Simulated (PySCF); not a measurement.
Bond curve of SiB

Set-up: basis Si def2-TZVPP, B def2-TZVPP; no relativity; PySCF 2.14. Energies in eV from Si + B in their ground configurations at the same level. State: ⁴Σ⁻ (quartet), unpaired electrons σ ↑, π ↑↑.

All columns are PBE0. A positive dipole means Si(−)B(+).

```json
{"R (Å)": "1.643", "E (eV)": "-2.652", "μ (D)": "-0.24", "Mulliken charge on Si (basis-dependent)": "0.00", "HOMO (eV)": "-6.62", "LUMO (eV)": "-3.64", "Mayer bond order": "2.09", "⟨S²⟩": "3.75"}
{"R (Å)": "1.719", "E (eV)": "-3.158", "μ (D)": "-0.32", "Mulliken charge on Si (basis-dependent)": "0.00", "HOMO (eV)": "-6.66", "LUMO (eV)": "-3.51", "Mayer bond order": "2.06", "⟨S²⟩": "3.75"}
{"R (Å)": "1.795", "E (eV)": "-3.436", "μ (D)": "-0.39", "Mulliken charge on Si (basis-dependent)": "0.01", "HOMO (eV)": "-6.69", "LUMO (eV)": "-3.41", "Mayer bond order": "2.03", "⟨S²⟩": "3.75"}
{"R (Å)": "1.853", "E (eV)": "-3.533", "μ (D)": "-0.44", "Mulliken charge on Si (basis-dependent)": "0.01", "HOMO (eV)": "-6.71", "LUMO (eV)": "-3.34", "Mayer bond order": "2.01", "⟨S²⟩": "3.75"}
{"R (Å)": "1.910", "E (eV)": "-3.558", "μ (D)": "-0.48", "Mulliken charge on Si (basis-dependent)": "0.02", "HOMO (eV)": "-6.73", "LUMO (eV)": "-3.27", "Mayer bond order": "1.98", "⟨S²⟩": "3.75"}
{"R (Å)": "1.967", "E (eV)": "-3.527", "μ (D)": "-0.52", "Mulliken charge on Si (basis-dependent)": "0.03", "HOMO (eV)": "-6.72", "LUMO (eV)": "-3.21", "Mayer bond order": "1.94", "⟨S²⟩": "3.75"}
{"R (Å)": "2.044", "E (eV)": "-3.423", "μ (D)": "-0.56", "Mulliken charge on Si (basis-dependent)": "0.04", "HOMO (eV)": "-6.57", "LUMO (eV)": "-3.14", "Mayer bond order": "1.89", "⟨S²⟩": "3.75"}
{"R (Å)": "2.139", "E (eV)": "-3.226", "μ (D)": "-0.57", "Mulliken charge on Si (basis-dependent)": "0.04", "HOMO (eV)": "-6.40", "LUMO (eV)": "-3.05", "Mayer bond order": "1.82", "⟨S²⟩": "3.75"}
{"R (Å)": "2.254", "E (eV)": "-2.938", "μ (D)": "-0.54", "Mulliken charge on Si (basis-dependent)": "0.04", "HOMO (eV)": "-6.23", "LUMO (eV)": "-2.96", "Mayer bond order": "1.72", "⟨S²⟩": "3.75"}
{"R (Å)": "2.407", "E (eV)": "-2.526", "μ (D)": "-0.40", "Mulliken charge on Si (basis-dependent)": "0.01", "HOMO (eV)": "-6.03", "LUMO (eV)": "-3.05", "Mayer bond order": "1.59", "⟨S²⟩": "3.75"}
```

A fit through these points gives, at Re = 1.904 Å, μ = -0.48 D and dμ/dR = -0.739 D/Å; the reduced mass is 7.9 u.

How strong is the fundamental in the double-harmonic approximation, I = 42.26·(dμ/dR)²/μred km/mol?

I = 42.26·(-0.739)²/7.9 = 2.92 km/mol at PBE0.

The state is the lowest determinant that a PBE0 search found; another state may lie lower at other levels.
